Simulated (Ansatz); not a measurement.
BH2⁻, singlet in 6-31++G**: errors against full CI

Geometry: displaced at random from a stationary point.

| atom | x (Å) | y (Å) | z (Å) |
| --- | --- | --- | --- |
| B | 0.0199 | -0.1221 | -0.0012 |
| H | -0.1450 | 0.6712 | -0.9587 |
| H | -0.0684 | 0.6388 | 0.9713 |

Basis 6-31++G** (Cartesian d functions); Ansatz 0.2.0. Only valence electrons are correlated (noble-gas cores frozen), which leaves 6 electrons in 30 orbitals. R marks a restricted (for open shells ROHF) determinant, U an unrestricted one. Active spaces: valence = (6e, 6o) chosen from the atoms' valence shells.

Full CI is exact within this basis and frozen core; it isn't the basis-set limit. The frozen core follows each run's orbitals, which can shift R against U totals by a few meV.

```
UHF ⟨S²⟩                          : 0.636
T1 diagnostic (RCCSD)             : 0.0130
largest doubles amplitude (RCCSD) : 0.116
```

```csv
level,E − E(RHF) (eV)
RMP2,-2.5820
RCCSD,-3.1975
RCCSD(T),-3.2871
```

(1) Estimate how far full CI in 6-31++G** lies from RCCSD(T). The table doesn't fix it; the size of (T) and the diagnostics are the guide.

(1) Full CI in 6-31++G** lies 2.3 kJ/mol below RCCSD(T), which is 27 % of the (T) step (-8.7 kJ/mol). RHF is unstable towards spin polarisation, and the rest is a large part of (T).

The other levels:

```json
{"level": "CISD", "E − E(full CI) (kJ/mol)": "24.4", "share of correlation (%)": "92.35", "wall time": "0.36 s"}
{"level": "BCCD(T)", "E − E(full CI) (kJ/mol)": "2.3", "share of correlation (%)": "99.28", "wall time": "0.27 s"}
{"level": "RCCSDT", "E − E(full CI) (kJ/mol)": "0.4", "share of correlation (%)": "99.87", "wall time": "–"}
{"level": "RCCSDT(Q)", "E − E(full CI) (kJ/mol)": "0.1", "share of correlation (%)": "99.98", "wall time": "0.96 s"}
{"level": "RCCSDTQ", "E − E(full CI) (kJ/mol)": "0.0", "share of correlation (%)": "100.00", "wall time": "16 s"}
{"level": "CASSCF (valence space)", "E − E(full CI) (kJ/mol)": "210.7", "share of correlation (%)": "34.05", "wall time": "–"}
{"level": "NEVPT2 (valence space)", "E − E(full CI) (kJ/mol)": "64.4", "share of correlation (%)": "79.84", "wall time": "0.3 s"}
{"level": "MRCISD (valence space)", "E − E(full CI) (kJ/mol)": "10.9", "share of correlation (%)": "96.57", "wall time": "–"}
{"level": "MRCISD+Q (valence space)", "E − E(full CI) (kJ/mol)": "0.2", "share of correlation (%)": "99.93", "wall time": "0.63 s"}
```

The correlation energy at full CI, counted from RHF, is -3.311 eV. That run took 46 s on 1 thread of Arm Neoverse V2, shared host over 8,342,152 determinants.

Run but not shown, since their state or frozen core can't be matched to the reference's or they repeat it: UHF, UMP2, UCCSD, UCCSD(T), UCCSDT, UCCSDT(Q).

Times hold each run's SCF and search for its determinant on a shared host, so for small cases they say little of a method's own cost; they ran on 1 thread of Arm Neoverse V2.

The full-CI state has the irrep A' of Cs, in the program's axes.

Natural occupations of full CI about the gap: 1.963 1.954 1.868 0.063 0.057 0.029 0.021 0.013 0.008 0.004; effectively unpaired electrons, Σ n²(2−n)², 0.11.
